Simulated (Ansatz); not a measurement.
Cu₂PbSiS₄ (P3₂21, No. 154; cell taken from a computed entry), treated with LDA (Ansatz, a quantum-chemistry and plane-wave program, plane waves, PAW).

Run with plane-wave cutoff 520 eV, 6×6×4 k mesh (along the axes of the cell as run), Fermi–Dirac smearing 0.01 eV, no spin polarisation, scalar-relativistic PAW data made under PBE.

Cell (relaxed with PBEsol):

```xyz
24
Lattice="5.9915 0.0000 0.0000 -2.9957 5.1888 0.0000 0.0000 0.0000 14.9928" Properties=species:S:1:pos:R:3 pbc="T T T"
Si     4.2990     0.0000     2.4988
Si    -2.1495     3.7230    12.4940
Si     0.8463     1.4658     7.4964
Cu     1.5455     1.7984     3.6716
Cu     3.6613     0.4392    13.6668
Cu     3.7805     2.9511     8.6692
Cu     0.7847     2.2376    11.3212
Cu    -1.4503     3.3904     1.3260
Cu     0.6655     4.7495     6.3236
Pb     3.1952     0.0000     9.9952
Pb    -1.5976     2.7671     4.9976
Pb     1.3981     2.4216     0.0000
S     -0.0141     5.0593     0.8200
S     -1.3787     2.6469    10.8152
S      1.3928     2.6713     5.8176
S      4.3885     2.5174    14.1728
S      2.9816     0.1295     4.1776
S      1.6171     2.5419     9.1752
S      1.6753     0.5090    12.5179
S      4.7130     1.1963     7.5203
S      2.5989     3.4834     2.5227
S     -0.3968     1.7053     2.4749
S     -1.3205     4.6798     7.4725
S      1.7173     3.9924    12.4701
```

Question: What does this level give for the band gap, smallest direct gap on the k points sampled and direct gap at Γ?

Answer: 
- band gap = 1.30 eV
- smallest direct gap on the k points sampled = 1.53 eV
- direct gap at Γ = 1.60 eV

Note: cell and atoms aren't relaxed at this level (largest force component 0.08 eV/Å, pressure -2.4 GPa).

Spin–orbit coupling is not included; with these elements it can move the gap by several tenths of an eV or more.

Computed values are for the static lattice.

Cost on a shared machine: roughly 40 core-minutes.
